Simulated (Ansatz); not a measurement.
Total energies of C₃H₆FN (`CC/N=C\F`).

Cartesian coordinates in Å:
```
C 0.6776 -1.2834 -0.5022
C 0.0430 -0.3623 0.5233
N 0.3005 1.0194 0.1742
C -0.6176 1.8378 0.0283
F -1.9323 1.5723 0.1792
H 0.5533 -2.3265 -0.2039
H 0.2142 -1.1515 -1.4823
H 1.7439 -1.0724 -0.6003
H 0.5094 -0.5321 1.4988
H -1.0247 -0.5805 0.6262
H -0.4675 2.8792 -0.2413
```

Charge 0, multiplicity 1. The structure was optimised at the PBE0-D4/def2-TZVP level. It is one conformer, not always the lowest. Basis def2-TZVPP, the Gaussian-basis code of Ansatz.

RPA on PBE orbitals: Hartree–Fock energy of these orbitals -271.02026 Eh, correlation -1.52631 Eh (frozen core).

| functional | energy without D4 (Eh) | D4 term (kJ/mol) |
| --- | --- | --- |
| LDA (SPW92) | -270.43315 | – |
| BLYP | -272.53727 | -37.8 |
| r2SCAN | -272.47308 | -4.3 |
| PBE0 | -272.31443 | -13.9 |
| r2SCANh | -272.45879 | -4.4 |
| r2SCAN0 | -272.43858 | -4.9 |
| CAM-B3LYP | -272.50545 | -13.7 |
| ωB97M-V | -272.51250 | – |
| B2PLYP | -272.41297 | – |
| PBE-QIDH | -272.27516 | – |

**Question.** Give the same for PBE, revPBE, B97M-V, B3LYP, HSE06 (plane-wave form), BHLYP, LC-ωPBE, ωB97X-V. (An estimate is asked.)

**Answer.** Ansatz gave: 
```tsv
functional	energy without D4 (Eh)	D4 term (kJ/mol)
PBE	-272.29960	-16.7
revPBE	-272.53433	-60.7
B97M-V	-272.57453	–
B3LYP	-272.62560	-26.5
HSE06 (plane-wave form)	-272.30062	-12.7
BHLYP	-272.47231	-17.7
LC-ωPBE	-272.45215	–
ωB97X-V	-272.53233	–
```

B3LYP takes the VWN-RPA correlation (the form of Gaussian; ORCA's B3LYP/G). HSE06 is the plane-wave form, built on full-range PBE exchange. The double hybrids freeze the cores in their second-order part.

LC-ωPBE has ω = 0.4 bohr⁻¹.
